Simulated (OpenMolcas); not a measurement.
# Multireference states of CB⁺, part 2 of 2

Computed with OpenMolcas 26.06; SA-CASSCF(6,8), XMS-CASPT2, RASSI; ANO-RCC-VTZP. The steps go on from the part before.

### Step 3. Spin–orbit coupling by RASSI

RASSI output, in excerpt, shortened:

```text
[...]
   Eigenvalues of complex Hamiltonian:
  (Shifted by EMIN (a.u.) =        -62.1645814286)
 SO State       Relative EMIN(au)   Rel lowest level(eV)    D:o, cm**(-1)      Omega
     1            -0.0000002071        0.0000000000              0.0000         0.0
     2            -0.0000000342        0.0000047057              0.0380         1.0
     3            -0.0000000342        0.0000047057              0.0380         1.0
     4             0.0047705654        0.1298193356           1047.0636         0.0
     5             0.0047705773        0.1298196594           1047.0662         1.0
     6             0.0047705773        0.1298196594           1047.0662         1.0
     7             0.0047706130        0.1298206308           1047.0740         2.0
     8             0.0047706130        0.1298206308           1047.0740         2.0
     9             0.0343250296        0.9340372738           7533.5187         2.0
    10             0.0344158910        0.9365097388           7553.4604         2.0
    11             0.0426475742        1.1605052505           9360.1061         0.0
    12             0.0426476496        1.1605073013           9360.1226         0.0
    13             0.0426907924        1.1616812792           9369.5914         1.0
    14             0.0426907924        1.1616812792           9369.5914         1.0
[...]
```

It took 27 s on 1 thread, shared host.

Levels:

```tsv
Ω	energy (cm⁻¹)	parentage	f from lowest
0	0	100% (1)3Σ	0
1	0	100% (1)3Σ	0
0	1047	100% (1)5Σ	0
1	1047	100% (1)5Σ	0
2	1047	100% (1)5Σ	0
2	7534	100% (1)1Δ	0
0	9360	100% (1)3Π	0
0	9360	100% (1)3Π	0
1	9370	100% (1)3Π	0.0025
2	9379	100% (1)3Π	0
0	11537	100% (1)1Σ	0
1	14430	100% (1)1Π	0
2	16459	98% (1)3Δ	0
2	16459	100% (1)3Δ	0
?	16468	98% (1)3Δ	0
?	16468	98% (1)3Δ	0
1	16734	100% (2)3Σ	0
0	16734	100% (2)3Σ	0.0012
2	18221	100% (2)3Π	0
1	18229	100% (2)3Π	0.0043
0	18238	100% (2)3Π	0
0	18238	100% (2)3Π	0
0	21718	100% (3)3Σ	0
1	21718	100% (3)3Σ	0
0	25006	100% (2)1Σ	0
1	29569	100% (2)1Π	0
0	31698	100% (3)1Σ	0
1	35656	100% (4)3Σ	0
0	35656	100% (4)3Σ	0.051
0	37253	100% (3)3Π	0
```

### Step 4. Along the bond: spin-free states

The same input was run at the other distances; those logs are left out. Energies in eV from the lowest point of the curves kept (curves with gaps or mixed symmetry are left out, so lower ones can be missing). Curves are followed by energy order within each symmetry, so they can change character at crossings; Σ⁺ and Σ⁻ are counted together.

```csv
R (Å),(1)3Σ,(1)5Σ,(1)3Π,(1)1Δ,(1)1Π,(1)1Σ,(1)3Δ
1.235,1.780,1.478,2.795,2.857,4.132,3.396,3.504
1.307,0.829,0.680,2.346,1.847,3.233,2.398,2.663
1.371,0.332,0.322,1.720,1.303,2.409,1.822,2.269
1.436,0.080,0.210,1.241,1.014,1.869,1.510,2.120
1.508,0.000,0.289,0.895,0.893,1.497,1.360,2.155
1.580,0.059,0.516,0.696,0.927,1.292,1.350,2.335
2.298,1.774,4.282,1.123,2.817,1.950,1.862,4.091
2.728,1.976,5.526,1.482,3.189,2.472,2.167,4.623
```

### Step 5. Along the bond: spin–orbit levels

Energies in eV from the lowest point of the curves kept (curves with gaps or mixed symmetry are left out, so lower ones can be missing). Curves are followed by energy order within each symmetry, so they can change character at crossings; levels whose Ω could not be read are left out of the count.

```csv
R (Å),(1)Ω=0,(1)Ω=1,(2)Ω=0,(2)Ω=1,(1)Ω=2,(3)Ω=0,(4)Ω=0
1.235,1.478,1.478,1.780,1.780,1.478,2.797,2.797
1.307,0.680,0.680,0.829,0.829,0.680,2.347,2.347
1.371,0.322,0.322,0.332,0.332,0.322,1.719,1.719
1.436,0.080,0.080,0.210,0.210,0.210,1.240,1.240
1.508,0.000,0.000,0.289,0.289,0.289,0.893,0.893
1.580,0.059,0.059,0.516,0.516,0.516,0.695,0.695
2.298,1.121,1.123,1.121,1.774,1.125,1.774,1.862
2.728,1.480,1.482,1.480,1.976,1.484,1.976,2.167
```

All 13 distances took 6.3 min on 1 thread, shared host; 5 of them failed the checks on weights, roots and symmetry and are left out.

### Step 6. Outcome

This closing draws on all 2 parts.

| quantity | value |
| --- | --- |
| lowest spin-free state | (1)3Σ |
| next spin-free state | (1)5Σ, 0.130 eV |
| lowest level | Ω = 0, 100 % (1)3Σ |
| next level | Ω = 1, 0 cm⁻¹ |
| lowering by spin–orbit coupling | 0 cm⁻¹ |

**Reading.** At 1.436 Å the lowest computed level has Ω = 0 and is 100 % (1)3Σ. The levels that stem mainly from (1)3Σ spread over 0 cm⁻¹. It is doubtful as the ground state: CASSCF puts (1)5Σ 0.18 eV below it. The levels from (1)5Σ spread over 0 cm⁻¹, with Ω = 0 lowest. Only the spin multiplicities and numbers of roots in the input were computed, so the list of states is not complete and the lowest one found need not be the ground state; labels number the states computed. The CASPT2 reference weights are uneven at 3.303, 4.308 Å, so some states there carry less reliable energies.
